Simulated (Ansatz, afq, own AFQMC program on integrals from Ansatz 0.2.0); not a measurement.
## Breaking Si4–Cl6 in C₂H₆ClFOSi, singlet

```xyz
12

C     1.2063   -1.1732   -0.9713
C     0.6928    0.0753   -0.2973
O    -0.6993   -0.0545   -0.0610
Si   -1.6489    0.8320    0.9229
F    -1.8039    2.3405    0.3687
Cl   -0.7989    0.9960    2.7856
H     0.6842   -1.3421   -1.9246
H     2.2835   -1.0820   -1.1761
H     1.0470   -2.0538   -0.3315
H     0.8713    0.9608   -0.9322
H     1.2184    0.2448    0.6594
H    -2.9754    0.2009    0.9913
```

Products: C2H6FOSi (doublet; CH3–CH2–O–SiH–F) and Cl (doublet), each relaxed with PBE0/def2-SVP like the molecule; electronic energies without zero-point terms. Determinants: RHF, UHF and UHF in that order.

Basis def2-SVP. Noble-gas cores (and the filled d shells of Ga–Kr and In–Xe) are frozen. Integrals, coupled cluster, full CI and functionals: Ansatz 0.2.0; the random walks run on the same integrals in our own AFQMC program. The CISD trial takes its coefficients from CCSD amplitudes. Released means that phaseless walkers are propagated on without the constraint, phases kept. Error bars are statistical, one sigma. The errors of all members are added in quadrature.

No full CI on the walks' own integrals is used here. The released AFQMC energy serves as the reference, which it does only where one determinant dominates, the energy is flat over the last release times and near the phaseless one (40 meV or 2 meV an electron, half that with transition metals). On small molecules, where full CI could be run and the noise was under 10 meV, such values lay within 10 meV of it in 19 cases of 20, a flattering rate, since the rule was set on those same cases; what remains of the bias isn't in the error bar. Each member takes its own surest rung, up to full CI.

The best estimate is CCSD(T) at the basis-set limit (CBS: def2-TZVPP and def2-QZVPP, with their diffuse functions for anions and beside diffuse sets, MP2 extrapolated, CCSD(T) minus MP2 from TZVPP) plus the step from CCSD(T) to AFQMC with the constraint released in def2-SVP. Rows without CBS are in def2-SVP, the functionals in def2-TZVP; B2PLYP and the wave-function rows carry a basis error of their own. Core correlation and relativity beyond core potentials are missing, and ± holds the sampling alone.

Cautions: C₂H₆ClFOSi (singlet): the released value is read at 0.63 1/Eh with a noise of 22 meV, more than in the cases checked, later times being too noisy (meV from the phaseless value at times in 1/Eh: -19 ± 20 at 0.21, 11 ± 22 at 0.42, -2 ± 22 at 0.63, -20 ± 34 at 0.90); C₂H₆FOSi (doublet): the released value is read at 0.90 1/Eh with a noise of 25 meV, more than in the cases checked (meV from the phaseless value at times in 1/Eh: -17 ± 19 at 0.21, -17 ± 26 at 0.42, -13 ± 25 at 0.63, 20 ± 25 at 0.90).

Best estimate: 121.8 ± 0.8 kcal/mol.

| level | bond energy (kcal/mol) | error against the best estimate (kcal/mol) |
| --- | --- | --- |
| HF | 92.1 | -29.7 ± 0.8 |
| MP2 | 115.0 | -6.8 ± 0.8 |
| CCSD | 110.1 | -11.7 ± 0.8 |
| CCSD(T) | 111.3 | -10.5 ± 0.8 |
| ph-AFQMC/CISD | 111.3 ± 0.5 | -10.5 ± 0.9 |
| released AFQMC | 111.7 ± 0.8 | -10.1 |
| HF/CBS | 92.7 | -29.1 ± 0.8 |
| MP2/CBS | 126.3 | 4.4 ± 0.8 |
| CCSD(T)/CBS | 121.4 | -0.4 ± 0.8 |
| PBE | 115.5 | -6.3 ± 0.8 |
| r2SCAN | 117.2 | -4.6 ± 0.8 |
| PBE0 | 116.3 | -5.6 ± 0.8 |
| B3LYP | 112.3 | -9.5 ± 0.8 |
| wB97M-V | 122.1 | 0.3 ± 0.8 |
| B2PLYP | 115.8 | -6.1 ± 0.8 |

Correlation beyond CCSD(T) changes it by less than twice the noise. Going to the basis-set limit adds 10.1 kcal/mol at CCSD(T). The perturbative (T) step is worth +1.2 kcal/mol. The functionals spread over 9.8 kcal/mol; wB97M-V comes nearest and B3LYP is 9.5 kcal/mol too low.

Best estimates are given only where the step beyond CCSD(T) is under 0.3 eV and no member's determinant is very poor (T1 over 0.05, or 0.07 for open shells, ⟨S²⟩ too high by 0.3, two states mixed), so the hardest cases are missing from such tables.

The functionals ran in a triple-zeta set and keep a basis error of their own, a few kJ/mol for each bond in atomization energies and more for double hybrids, so close places among them and the extrapolated levels can swap.

Each member of a difference takes its own highest rung, so a best estimate needn't equal the limit plus the step of one row. Released energies are given only where the last usable release times agree within the noise; a slower fall can still hide under it.
